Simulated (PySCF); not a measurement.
Gas-phase reaction: 3 Al(CH3)2Cl → 3 AlH2Cl + C3H4 (allene) + C3H8, at 1000 K and a standard pressure of 1 bar. Level: MP2/def2-TZVPP†.

Energies from PySCF, thermal terms from the rigid-rotor harmonic-oscillator model, ideal gas at 1 bar. † marks an energy on the PBE0/def2-TZVP geometry and frequencies. MP2 freezes the core. All species are closed-shell singlets. Methyl groups turn as free rotors in Al(CH3)2Cl. Al(CH3)2Cl, AlH2Cl: computed as isolated molecules; such fragments, hydroxides, amides, oligomers or adducts are transient or little studied in the gas. MP2 isn't extrapolated to the basis-set limit; its ΔH°(298 K) is 461.3 kJ in def2-SVP and 510.9 kJ in def2-TZVPP. The harmonic model lacks anharmonicity and excited electronic states, which grow with temperature; levels with a mode under 35 cm⁻¹ are left out. Internal rotation in C3H8 is treated as a harmonic vibration of one conformer, which makes the entropy rough.

```tsv
species	E (Ha)	H(1000 K) − E (kJ/mol)	S°(1000 K) (J/mol/K)
Al(CH3)2Cl	-781.41585	307.7	505.7
AlH2Cl	-702.93361	95.1	329.1
C3H4 (allene)	-116.38463	221.7	346.5
C3H8	-118.85328	377.3	413.0
```
E: electronic energy; H − E holds the zero-point and thermal terms. 1 Ha = 2625.5 kJ/mol.

**Question.** Work out ΔH°, ΔS°, ΔG° and log10 K from these numbers.

**Answer.** 1. ΔE = 3×(-702.93361) + 1×(-116.38463) + 1×(-118.85328) − 3×(-781.41585) = 0.20881 Ha = 548.2 kJ.
2. Δ(H − E) = 3×(95.1) + 1×(221.7) + 1×(377.3) − 3×(307.7) = -38.8 kJ, so ΔH° = 509.4 kJ.
3. ΔS° = 3×(329.1) + 1×(346.5) + 1×(413.0) − 3×(505.7) = 229.7 J/K; the number of gas molecules changes by +2.
4. ΔG° = ΔH° − TΔS° = 509.4 − 1000×(229.7)/1000 = 279.7 kJ.
5. log10 K = −ΔG°/(RT ln 10) = -14.61, with RT ln 10 = 19.14 kJ/mol; at standard pressures the reactants are favoured.
6. A shift of 10 kJ in ΔE would move log10 K by 0.52 here.
For scale, ΔH°(298 K) is 511 kJ at this level, 494 kJ at ωB97M-V/def2-TZVP†, and runs from 394 to 540 kJ over the 19 levels computed.
